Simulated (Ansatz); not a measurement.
`CC[C@@H](C)[C@H](C)CC` → `CCCC(C)CC` + `[CH2]` (triplet)  (formal loss of a carbene)

Isolated molecules relaxed with PBE0-D4/def2-TZVP in Ansatz; ΔE leaves out vibrations. CCSD(T)/CBS adds triple-zeta CCSD(T) − MP2 to the extrapolated MP2 energy (def2 sets, frozen cores). This one scheme is used for every species. DFT in def2-TZVPP. Triplets are unrestricted, without spin–orbit coupling. One conformer a species, not always the lowest.

`CC[C@@H](C)[C@H](C)CC`:

```xyz
26

C     0.715   -0.212   -2.671
C     1.363   -0.757   -1.410
C     0.418   -0.944   -0.224
C     1.177   -1.561    0.944
C    -0.348    0.336    0.156
C     0.567    1.484    0.561
C    -1.407    0.057    1.223
C    -2.448    1.155    1.364
H     0.377    0.820   -2.547
H     1.417   -0.224   -3.508
H    -0.154   -0.811   -2.959
H     2.198   -0.111   -1.115
H     1.813   -1.731   -1.633
H    -0.348   -1.668   -0.539
H     0.523   -1.789    1.788
H     1.967   -0.895    1.303
H     1.655   -2.494    0.637
H    -0.893    0.650   -0.744
H    -0.003    2.395    0.751
H     1.121    1.249    1.475
H     1.295    1.718   -0.218
H    -1.914   -0.883    0.974
H    -0.921   -0.106    2.191
H    -3.209    0.884    2.100
H    -2.957    1.339    0.413
H    -2.005    2.099    1.690
```

`CCCC(C)CC`:

Cartesian coordinates in Å:
```
C 1.559 -1.924 2.223
C 0.663 -0.783 1.773
C 0.515 -0.720 0.261
C -0.454 0.339 -0.259
C 0.008 1.747 0.089
C -0.656 0.165 -1.763
C -1.737 1.044 -2.368
H 1.162 -2.890 1.896
H 2.564 -1.824 1.804
H 1.655 -1.956 3.311
H -0.329 -0.893 2.227
H 1.067 0.161 2.151
H 0.182 -1.703 -0.097
H 1.502 -0.554 -0.193
H -1.425 0.168 0.228
H 0.117 1.883 1.166
H 0.978 1.957 -0.374
H -0.699 2.502 -0.261
H 0.299 0.351 -2.271
H -0.901 -0.885 -1.958
H -1.489 2.106 -2.300
H -1.884 0.813 -3.426
H -2.695 0.895 -1.861
```

`[CH2]` (triplet):

```xyz
3

C    -0.037   -0.035   -0.271
H     0.747    0.672   -0.049
H    -0.709   -0.637    0.320
```

```tsv
species	CAM-B3LYP-D4 energy (Eh)
`CC[C@@H](C)[C@H](C)CC`	-315.64397
`CCCC(C)CC`	-276.33912
`[CH2]` (triplet)	-39.14166
```

Work out ΔE.

ΔE = (-276.33912) + (-39.14166) − (-315.64397) = 0.16319 Eh = +428.5 kJ/mol. CCSD(T)/CBS gives +435.1 kJ/mol.

Largest T1 diagnostic among the species: 0.011.

The D4 term adds +19.4 kJ/mol with B3LYP and +11.1 kJ/mol with PBE0; it sums over pairs of atoms, weighted by their polarisabilities, and B3LYP, whose exchange is more repulsive, gets the larger term. Leaving LDA and LC-ωPBE aside and taking each functional with its dispersion term where it has one, the values, not all of them listed here, spread over 38.2 kJ/mol, from r2SCAN0-D4 to ωB97X-V. LDA lies +85.1 kJ/mol from PBE without D4. From PBE to PBE0 (25 % exact exchange), in def2-TZVPP and without D4, ΔE moves by −6.3 kJ/mol.

B3LYP here is the variant with VWN-RPA as its local correlation; programs differ in this.
